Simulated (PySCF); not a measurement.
Level of theory: PBE-D3(BJ)/def2-TZVP // B3LYP-D3(BJ)/def2-TZVP (PySCF 2.14.0). Isolated molecules, 0 K electronic values unless said otherwise. 

Reference species (SMILES): `[NH2]` (neutral, multiplicity 2).

The dipole moment is 1.90 D.

Changed species: `C[S]` (radical fragment; the reference has radical fragment).

Problem. Give the shifts of the dipole moment.

Solution. the dipole moment falls by 0.15 D, to 1.75 D.
